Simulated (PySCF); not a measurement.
C3H4Cl2O.
Cartesian coordinates in Å at the GFN2-xTB level; atoms count from 1:
```xyz
10
C3H4Cl2O angstrom
Cl    -1.8027   -1.6390   -0.1590
C     -1.2226    0.0445   -0.0972
Cl    -1.1637    0.7243   -1.7316
C      0.1287    0.0583    0.5820
C      1.3868   -0.0415   -0.1597
O      0.9453    1.1649    0.3955
H     -1.9576    0.6210    0.4699
H      0.0862   -0.3317    1.5976
H      2.2455   -0.4958    0.3206
H      1.3629   -0.1004   -1.2405
```

Vertical excitations from PySCF (density fitting, frozen core in the response, grid level 2 and gas phase unless stated; continuum runs use non-equilibrium linear response for the excitations) on a GFN2-xTB geometry. Reference run:

| settings | S1, eV (f) | S2, eV (f) | S3, eV (f) | S4, eV (f) | S5, eV (f) | S6, eV (f) | T1, eV (Tamm–Dancoff) | mean α (au) |
| --- | --- | --- | --- | --- | --- | --- | --- | --- |
| PBE0/def2-SVPD, full TDDFT, 6 singlets | 6.78 (0.005) | 7.09 (0.021) | 7.21 (0.004) | 7.46 (0.012) | 7.51 (0.008) | 7.57 (0.014) | 6.26 | 65.4 |

**Question.** What do these settings give: HF/def2-SVPD, CIS, 1 singlet?

**Answer.** 
```tsv
settings	S1, eV (f)	S2, eV (f)	S3, eV (f)	S4, eV (f)	S5, eV (f)	S6, eV (f)	T1, eV (Tamm–Dancoff)	mean α (au)
HF/def2-SVPD, CIS, 1 singlet	8.15 (0.012)	–	–	–	–	–	7.08	61.4
```

S1 moves by +1.37 eV; functional and response scheme change together, so the shift can't be laid on one. States are counted by energy in each run and needn't keep their character from row to row.

**Question.** Give the leading configurations of S1 (H = HOMO, L = LUMO) and the HOMO–LUMO gap of each run.

**Answer.** 
| settings | S1 configurations (weight) | S1 (eV) | orbital gap (eV) | S1 − gap (eV) |
| --- | --- | --- | --- | --- |
| PBE0/def2-SVPD, full TDDFT, 6 singlets | H→L 0.88 | 6.78 | 8.13 | -1.35 |
| HF/def2-SVPD, CIS, 1 singlet | H→L 0.12, H−1→L 0.08 | 8.15 | 14.65 | -6.50 |

One conformer stands for the species.
